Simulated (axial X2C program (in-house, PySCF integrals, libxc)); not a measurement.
**Potential curves of CH⁻, with spin–orbit coupling**

Calculated with an in-house all-electron X2C program for linear molecules (integrals from PySCF). Two-component (2c) means X2C with spin–orbit coupling and atomic mean-field two-electron Coulomb and Gaunt terms. Basis: C dyall-av3z [8s7p3d2f], H dyall-av3z [7s3p2d] (cores contracted in-house); Gaussian nuclei, density fitting, unrestricted open shells. Masses: C 12.000 u, H 1.008 u.

State: Ω = 1 (⟨Sz⟩ = 1.00, ⟨Lz⟩ = 0.00 at HF). Energies in cm⁻¹ from the fragments at the same level (C- + H). Fits are polynomials in 1 − R0/R over 0.85 to 1.23 times the lowest point R0.

```tsv
R (Å)	MP2	PBE0
0.9901	-24644	-25824
1.0356	-26245	-27464
1.0697	-26940	-28197
1.1039	-27290	-28590
1.1380	-27356	-28705
1.1778	-27145	-28557
1.2177	-26688	-28171
1.2689	-25832	-27414
1.3315	-24498	-26212
1.4225	-22229	-24159
```

Correlated methods: 6 electrons correlated (number of frozen shells: C 1 s; H none), 150 virtual spin orbitals or spinors in MP2.

One determinant describes the state; a PBE0 search over occupations chose it and may have missed a lower one. De is counted from the lowest determinant-based energies of the atoms at the same level, without counterpoise correction. Density functionals use the spin component along the axis (collinear). The functionals have no current-density term, which raises determinants with orbital currents, atoms included. With several unpaired electrons one determinant need not be a pure state. Open-shell Ω = 0 determinants with evenly filled partner blocks cannot be reached by this program, so the Ω shown need not be the lowest component. This is the Ω = 1 component of a π² triplet; the 0⁺ component is not one determinant and can lie lowest. The highest occupied level of some functionals is positive through self-interaction error; at Hartree–Fock it is bound. MP2 and coupled cluster on one determinant become unreliable at the stretched end.

Q: Fit the MP2 curve near its minimum: give the equilibrium distance, the harmonic wavenumber and the well depth.

A: At MP2, 2c: Re = 1.130 Å, ωe ≈ 2740 cm⁻¹, De = 3.39 eV to C- + H; Be follows as 14.2 cm⁻¹.

Q: Fit the PBE0 curve near its minimum: give the equilibrium distance, the harmonic wavenumber and the well depth.

A: At PBE0, 2c: Re = 1.137 Å, ωe ≈ 2650 cm⁻¹, De = 3.56 eV to C- + H; Be follows as 14 cm⁻¹.
